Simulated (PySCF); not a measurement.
# A diatomic session: P2+

Aim: find the lowest electronic state of P2+, scan its bond at several levels of theory, and get bond length, wavenumber and dissociation energy from each curve.

The runs use PySCF 2.14.0; P def2-SVP, no relativity.

### Step 1. The job

A driver script around PySCF takes these settings:

```
atoms                         : P, P
charge                        : 1
basis                         : P def2-SVP
Hamiltonian                   : no relativity
basis functions               : 36
electrons treated             : 29
masses in u                   : 30.9738, 30.9738
levels                        : PBE0, PBE, r²SCAN, r²SCAN0, M06-L, M06, HF, MP2, SCS-MP2, CCSD, CCSD(T)
grid                          : 80 radial by 434 angular points
occupations                   : held fixed by the projection of orbital angular momentum
dissociation limit            : P+ + P, each in its ground configuration
starting distance in angstrom : 2.230
values of 2S to try           : 1, 3, 5
```

Run with:

```sh
$ OMP_NUM_THREADS=1 python dia.py task.json out
```

After this run come: The PBE0 curve of the state that the search chose; Excited determinants; PBE (GGA); r²SCAN (meta-GGA); r²SCAN0 (hybrid meta-GGA); M06-L (meta-GGA); M06 (hybrid meta-GGA); UHF (mean field); Adding correlation.

Before running it: what results should come out? Wanted: for each run, Re; ωe; De.

As calculated:

Lowest PBE0 solution found, without spin–orbit coupling: ²Πu (doublet), unpaired electrons π ↑. State 2 has its PBE0 minimum 0.38 eV higher. State 3 has its PBE0 minimum 1.64 eV higher. State 4 has its PBE0 minimum 2.06 eV higher, as a spin-mixed determinant (⟨S²⟩ = 1.76), so this is no gap between pure states. The other levels ran on the lowest alone.

```tsv
level	Re (Å)	ωe (cm⁻¹)	De (eV)
UHF	1.936	814	1.97
UHF-MP2	2.011	643	4.02
UHF-SCS-MP2	2.005	658	3.95
UHF-CCSD	1.992	702	3.78
UHF-CCSD(T)	2.008	671	4.05
PBE	2.011	668	5.20
r²SCAN	1.992	698	4.79
M06-L	1.990	703	4.96
PBE0	1.980	720	4.72
r²SCAN0	1.970	737	4.43
M06	1.990	708	5.06
```

De is counted to P+ + P in their ground configurations.

Differences from CCSD(T) in the same basis:

```tsv
level	Re (mÅ)	ωe (%)
UHF	-71	+21.4
UHF-MP2	+4	-4.1
UHF-SCS-MP2	-3	-1.9
UHF-CCSD	-15	+4.6
PBE	+4	-0.5
r²SCAN	-16	+4.1
M06-L	-17	+4.8
PBE0	-27	+7.4
r²SCAN0	-37	+9.9
M06	-18	+5.6
```

In words: Against CCSD(T) in the same basis, the bond length is nearest at UHF-SCS-MP2 (-3 mÅ) and farthest at UHF (-71 mÅ); the wavenumber is nearest at PBE (-0.5 %) and farthest at UHF (+21.4 %). Hartree–Fock makes the bond too short and too stiff against this reference, as it mostly does. CCSD(T) in a basis this small is itself some way from its limit, more so than the functionals. Among the levels with a De in the table, it runs from 1.97 eV (UHF) to 5.20 eV (PBE).

Correlated steps freeze 10 core orbitals. At UHF the stretched side of the curve climbs above De, by a hump or because the determinant held fixed goes to a higher limit.
